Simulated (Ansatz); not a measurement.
# C2H8Si (dimethylsilane) at CCSD(T)/def2-SVP

What is the energy change on altering one bond length of C2H8Si (dimethylsilane) at CCSD(T)/def2-SVP? 

Program for the calculation: Ansatz 0.2.0.

50 further runs of the same task are left out: 50 set aside as unsound or not needed.

## (1) The structure to begin with

C2H8Si has 11 atoms, charge 0, and is taken as a singlet. SMILES: `C[SiH2]C`. Geometry: relaxed at PBE0-D4/def2-TZVP.

Bond lengths: C1–Si2 1.872 Å, Si2–C3 1.872 Å, C1–H4 1.092 Å, C1–H5 1.093 Å, C1–H6 1.093 Å, Si2–H7 1.491 Å, Si2–H8 1.491 Å, C3–H9 1.093 Å, C3–H10 1.092 Å, C3–H11 1.093 Å. Some angles: C1–Si2–C3 111.5°, C1–Si2–H7 109.5°, C1–Si2–H8 109.5°, C3–Si2–H7 109.5°, C3–Si2–H8 109.5°, Si2–C1–H4 111.0°, Si2–C1–H5 110.9°, Si2–C1–H6 110.9°, Si2–C3–H9 110.9°, Si2–C3–H10 111.0°.

## (2) The energy at CCSD(T)/def2-SVP

Input file run.yaml:

```yaml
crystal:
  periodic: [false, false, false]
  atoms:
    - {symbol: C, position_ang: [-1.050200, 0.967200, -0.661200]}
    - {symbol: Si, position_ang: [-0.309200, -0.653200, -0.087600]}
    - {symbol: C, position_ang: [1.346600, -0.392300, 0.745700]}
    - {symbol: H, position_ang: [-2.015800, 0.806900, -1.146100]}
    - {symbol: H, position_ang: [-0.391700, 1.464600, -1.377800]}
    - {symbol: H, position_ang: [-1.204900, 1.644900, 0.182100]}
    - {symbol: H, position_ang: [-0.139900, -1.564200, -1.256100]}
    - {symbol: H, position_ang: [-1.245100, -1.319300, 0.863300]}
    - {symbol: H, position_ang: [2.058200, 0.075200, 0.060400]}
    - {symbol: H, position_ang: [1.772600, -1.342000, 1.077400]}
    - {symbol: H, position_ang: [1.244800, 0.255200, 1.620300]}
basis:
  gaussian:
    orbitals: def2-SVP
magnetization:
  spin_polarized: false
  initial_magnetization: 0
accuracy: high
scf:
  omitted_lower_state_checks: [cluster_reference, increment]
correlation:
  method: ccsd_t
  frozen_orbitals: {C: 1, H: 0, Si: 5}
```

Command:

```sh
$ ansatz run run.yaml --threads 1 --pin off --max-ram 3480MiB --events-out events.jsonl --progress --plain --runs-dir runs
```

The log of the run, shortened:

```text
Warning: RAYON_NUM_THREADS=1 ignored (pool sized by the plan → 1); use --threads N
Functional definition: HF
  name "HF"
[...]
2062 factors; integrals over basis functions are off by at most 3.6e-9 eV
[...]
mean field -10046.23373558 eV, -369.1922802006 hartree, gradient 6.0e-8 eV, S^2 0.000000; 0 other end points of the search recorded, 0 dependent functions left out
7 core orbitals not correlated: weight in the atoms' cores, before any rotation towards them, 1.000 or more for the frozen orbitals, at most 0.000 for the correlated occupied ones
reference -10046.23373558 eV, -369.1922802006 hartree; 10, 10 occupied and 69, 69 virtual orbitals, 2062 factors
second order -10.88081479 eV of doubles, -0.00000000 eV of singles
cycle   1  -11.93455026 eV  change    -1.1e0 eV  update   7.0e-2
[...]
cycle  19  -12.33088545 eV  change  -1.9e-10 eV  update  4.5e-10
perturbative correction -0.31833790 eV, -0.0116987019 hartree
Total energy: -10058.88295892 eV, -369.6571305846 hartree
Checks for a lower state left out: cluster_reference, increment
```

It took 17 s on 1 thread of Arm Neoverse V2, shared host; peak memory 0.5 GiB.

## (3) The distorted shape

Input file in.yaml:

```yaml
crystal:
  periodic: [false, false, false]
  atoms:
    - symbol: C
      position_ang: [-0.926435, 0.425019, -1.335867]
    - symbol: Si
      position_ang: [-0.185435, -1.195381, -0.762267]
    - symbol: C
      position_ang: [1.470365, -0.934481, 0.071033]
    - symbol: H
      position_ang: [-1.892035, 0.264719, -1.820767]
    - symbol: H
      position_ang: [-0.267935, 0.922419, -2.052467]
    - symbol: H
      position_ang: [-1.204900, 1.644900, 0.182100]
    - symbol: H
      position_ang: [-0.016135, -2.106381, -1.930767]
    - symbol: H
      position_ang: [-1.121335, -1.861481, 0.188633]
    - symbol: H
      position_ang: [2.181965, -0.466981, -0.614267]
    - symbol: H
      position_ang: [1.896365, -1.884181, 0.402733]
    - symbol: H
      position_ang: [1.368565, -0.286981, 0.945633]
basis:
  gaussian:
    orbitals: def2-SVP
correlation:
  method: ccsd_t
  frozen_orbitals: {C: 1, H: 0, Si: 5}
accuracy: high
scf:
  omitted_lower_state_checks: [cluster_reference, increment]
```

Command:

```sh
$ ansatz run in.yaml --threads 1 --pin off --max-ram 3480MiB --events-out events.jsonl --progress --plain --runs-dir runs
```

The log of the run, shortened:

```text
Warning: RAYON_NUM_THREADS=1 ignored (pool sized by the plan → 1); use --threads N
[... 2 set-up lines as earlier in the session ...]
[...]
2055 factors; integrals over basis functions are off by at most 3.9e-9 eV
[...]
mean field -10042.38852748 eV, -369.0509714093 hartree, gradient 1.5e-8 eV, S^2 0.000000; 0 other end points of the search recorded, 0 dependent functions left out; unrestricted orbitals would lower it
7 core orbitals not correlated: weight in the atoms' cores, before any rotation towards them, 1.000 or more for the frozen orbitals, at most 0.000 for the correlated occupied ones
reference -10042.38852748 eV, -369.0509714093 hartree; 10, 10 occupied and 69, 69 virtual orbitals, 2055 factors
second order -11.12927126 eV of doubles, -0.00000000 eV of singles
cycle   1  -12.21338951 eV  change    -1.1e0 eV  update   1.0e-1
[...]
cycle  25  -12.84854318 eV  change  -9.0e-11 eV  update  4.1e-10
perturbative correction -0.42022843 eV, -0.0154431100 hartree
Total energy: -10055.65729909 eV, -369.5385897721 hartree
Checks for a lower state left out: cluster_reference, increment
```

It took 20 s on 1 thread of Arm Neoverse V2, shared host; peak memory 0.5 GiB.

## (4) Outcome

Level: CCSD(T)/def2-SVP, 7 core orbitals frozen.

| quantity | value |
| --- | --- |
| first shape: total energy | -369.65713 Eh |
| first shape: correlation energy (7 core orbitals frozen) | -464.9 mEh |
| first shape: (T) correction | -11.70 mEh |
| first shape: T1 diagnostic | 0.008 |
| distorted shape: total energy | -369.53859 Eh |
| distorted shape: correlation energy (7 core orbitals frozen) | -487.6 mEh |
| distorted shape: (T) correction | -15.44 mEh |
| distorted shape: T1 diagnostic | 0.016 |
| energy change with the C1–H6 bond stretched from 1.093 to 1.967 Å | 3.226 eV |

In words: One bond (distorted shape) is far stretched, which a spin-restricted single reference describes badly; perturbation theory on it can break down and give far too much correlation. With the C1–H6 bond stretched from 1.093 to 1.967 Å the energy rises by 3.23 eV (74 kcal/mol). The first shape isn't relaxed at this level, so the change isn't measured from a minimum. A restricted reference can't describe the breaking bond well at this length. The triples (first shape) make up 2.5 % of the correlation energy. The restricted solution (distorted shape) is unstable to spin breaking: an unrestricted one lies lower. The triples (distorted shape) make up 3.2 % of the correlation energy.
